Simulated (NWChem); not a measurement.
Program: NWChem. System: CN, charge 0, spin multiplicity 4, at the geometry of a parent with another charge or spin, in a state set for the comparison that need not be this species' ground state. Its SCF solution wasn't tested for a lower state. Level: UMP2/def2-TZVP, 2 core orbitals frozen.

Output (cleaned and shortened):

```
             Northwest Computational Chemistry Package (NWChem) 7.3.0
             --------------------------------------------------------

                                NWChem Input Module
                                -------------------

 Scaling coordinates for geometry "geometry" by  1.889725989
 (inverse scale =  0.529177249)

 Turning off AUTOSYM since
 SYMMETRY directive was detected!

                             Geometry "geometry" -> ""
                             -------------------------

 Output coordinates in angstroms (scale by  1.889725989 to convert to a.u.)

  No.       Tag          Charge          X              Y              Z
 ---- ---------------- ---------- -------------- -------------- --------------
    1 C                    6.0000     0.00000000     0.00000000     0.63030400
    2 N                    7.0000     0.00000000     0.00000000    -0.54026100

 Effective nuclear repulsion energy (a.u.)      18.9869374686

            Nuclear Dipole moment (a.u.)
            ----------------------------
        X                 Y               Z
 ---------------- ---------------- ----------------
     0.0000000000     0.0000000000    -0.0000056692

      Symmetry information
      --------------------

 Group name             C2v
 Group number             16
 Group order               4
 No. of unique centers     2

      Symmetry unique atoms

     1    2


 Summary of "ao basis" -> "" (spherical)
 ------------------------------------------------------------------------------
       Tag                 Description            Shells   Functions and Types
 ---------------- ------------------------------  ------  ---------------------
 *                         def2-tzvp                  on all atoms

 Summary of "ao basis" -> "ao basis" (spherical)
 ------------------------------------------------------------------------------
       Tag                 Description            Shells   Functions and Types
 ---------------- ------------------------------  ------  ---------------------
 C                         def2-tzvp                11       31   5s3p2d1f
 N                         def2-tzvp                11       31   5s3p2d1f

                                 NWChem SCF Module
                                 -----------------

  ao basis        = "ao basis"
  functions       =    62
  atoms           =     2
  alpha electrons =     8
  beta  electrons =     5
  charge          =   0.00
[...]
     2   0 2 0     -8.147640     -5.012184     -3.135456      0.000000
     2   0 1 1      0.000000     -0.000000      0.000000      0.000000
     2   0 0 2     -8.699027    -16.645295     -7.862379     15.808646

                   NWChem MP2 Semi-direct Energy/Gradient Module
                   ---------------------------------------------

  Basis functions       =     62
  Molecular orbitals    =     62
  Frozen core           =      2
  Frozen virtuals       =      0
  Active alpha occupied =      6
  Active beta occupied  =      3
  Active alpha virtual  =     54
  Active beta virtual   =     57
  Use MO symmetry       = T
  Use skeleton AO sym   = T

  AO/Fock/Back tols     =   1.0D-09  1.0D-09  1.0D-09

 GA uses MA = F    GA memory limited = T

 Available:
  local mem=  1.26D+08
 global mem=  1.44D+08
 local disk=  0.00D+00
  mp2_memr nvloc                    54
  nvloc new                    54
   1 passes of   6:        4194304                      24035                   2156970.
   1 passes of   6: M    126153856           G      144171512           F     121959552.

 Semi-direct pass number   1 of   1  for UHF alpha       at        1.1s
  vrange nnbf                  1952
  mp2_eaftype                    10  avail_ma_in_mb                  1099
 EAF : mp2_eaftype filesize          10    1078485.
  mp2_eaf for mointskh                     10
Node 0 wrote      5.1 Mb in      0.0 s     Agg I/O rate:  1192.8 Mb/s
 Done moints_semi at        1.5s
  mp2_eaftype                    10  avail_ma_in_mb                  1089
 EAF : mp2_eaftype filesize          10    1078485.
  mp2_eaf for kh                    10
 Done maket at        1.5s
 Done multipass loop at        1.5s

 GA uses MA = F    GA memory limited = T

 Available:
  local mem=  1.26D+08
 global mem=  1.44D+08
 local disk=  0.00D+00
  mp2_memr nvloc                    57
  nvloc new                    57
   1 passes of   3:        4194304                      16388                   1141540.
   1 passes of   3: M    126153856           G      144171512           F     121959552.

 Semi-direct pass number   1 of   1  for UHF beta        at        1.6s
  vrange nnbf                  1952
  mp2_eaftype                    10  avail_ma_in_mb                  1099
 EAF : mp2_eaftype filesize          10     570770.
  mp2_eaf for mointskh                     10
Node 0 wrote      2.7 Mb in      0.0 s     Agg I/O rate:  1243.8 Mb/s
 Done moints_semi at        2.0s
  mp2_eaftype                    10  avail_ma_in_mb                  1089
 EAF : mp2_eaftype filesize          10     570770.
  mp2_eaf for kh                    10
 Done maket at        2.0s
 Done multipass loop at        2.0s

          -------------------------------------------
          SCF energy                 -92.065876533899
          Correlation energy          -0.223078766924
          Singlet pairs                0.000000000000
          Triplet pairs                0.000000000000
          Total MP2 energy           -92.288955300822
          -------------------------------------------

          ---------------------------------------------------
                    Spin Component Scaled (SCS) MP2
          Same spin pairs                     -0.060758015261
          Same spin scaling factor             0.333333333333
          Opposite spin pairs                 -0.162320751662
          Opposite spin scaling fact.          1.200000000000
          SCS-MP2 correlation energy          -0.215037573748
          Total SCS-MP2 energy               -92.280914107647
          ---------------------------------------------------

 -----------------------
 Performance information
 -----------------------

 Timer overhead =  1.62D-07 seconds/call

               Nr. of calls         CPU time (s)                 Wall time (s)                GFlops
             ---------------    -------------------     ------------------------------   -------------------
Name         Min   Avg   Max    Min     Avg     Max     Min     Avg     Max   Mx/calls   Min     Max     Sum
mp2: moin     2     2     2   0.85    0.85    0.85     0.85    0.85    0.85    0.42      0.0     0.0     0.0
mp2: make     2     2     2   3.59E-2 3.59E-2 3.59E-2  3.59E-2 3.59E-2 3.59E-2 1.80E-2   0.0     0.0     0.0
mp2: tota     1     1     1   0.94    0.94    0.94     0.94    0.94    0.94    0.94      0.0     0.0     0.0

 The average no. of pstat calls per process was 5.00D+00
 with a timing overhead of 8.08D-07s

 Task  times  cpu:        2.0s     wall:        2.0s

 Total times  cpu:        2.0s     wall:        2.0s
```

### Question
Write an NWChem input that would produce this output.

### Answer
One answer among several that fit: 
```
start mol
memory heap 200 mb stack 900 mb global 1100 mb
geometry units angstroms nocenter noautoz
  C      0.000000     0.000000     0.630304
  N      0.000000     0.000000    -0.540261
  symmetry group C2v
end
basis spherical
  * library def2-tzvp
end
scf
  uhf
  nopen 3
  maxiter 100
  thresh 1e-7
  semidirect memsize 60000000 filesize 0
  # guess.movecs holds the orbitals of an unrestricted PBE0 run
  vectors input guess.movecs output mol.movecs
end
mp2
  freeze core 2
end
task mp2 energy
```
